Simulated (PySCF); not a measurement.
**Which determinant of NaSi lies lowest?**

Unrestricted PBE0; basis Na x2c-TZVPPall, Si x2c-TZVPPall; spin-free X2C with a Gaussian nucleus; PySCF 2.14. Outer shells of the fragments: Na 3s1; Si 3s2 3p2.

Followed along the bond (rough minima from three points):

| 2Ms+1 | unpaired | ⟨S²⟩ at the start | R at minimum (Å) | Te (eV) |
| --- | --- | --- | --- | --- |
| 4 | σ ↑, π ↑↑ | 3.75 | 2.70 | 0.00 |
| 2 | σ ↓, π ↑↑ | 1.77 | 2.76 | 0.45 |
| 2 | π ↑ | 0.76 | 2.86 | 0.51 |
| 2 | σ ↑ | 0.76 | 2.73 | 1.34 |

Solutions found at the starting distance of 2.690 Å, counted from the lowest of them; the search is not exhaustive and high or unbound solutions are not listed, so other states can lie among these:

```
2Ms+1   unpaired   term  E (eV)  ⟨S²⟩  ⟨Lz²⟩  μ (D)
    4  σ ↑, π ↑↑    ⁴Σ⁻    0.00  3.75   0.00  -7.10
    2  σ ↓, π ↑↑  mixed    0.46  1.77   0.00  -6.75
    2  σ ↑, π ↑↓  mixed    0.46  1.77   2.03  -6.93
    2        π ↑     ²Π    0.55  0.76   1.01  -5.15
    2        σ ↑  mixed    1.34  0.76   2.01  -6.69
    4  σ ↑↑, π ↑     ⁴Π    1.98  3.76   1.01   4.11
```

A term symbol is given only where ⟨S²⟩ and ⟨Lz²⟩ are close to those of a pure state; real π, δ and φ orbitals otherwise mix terms. A positive dipole means Na(−)Si(+).

Counting both spins, an empty level lies below a filled one in some of these solutions, because spin and occupation are held.
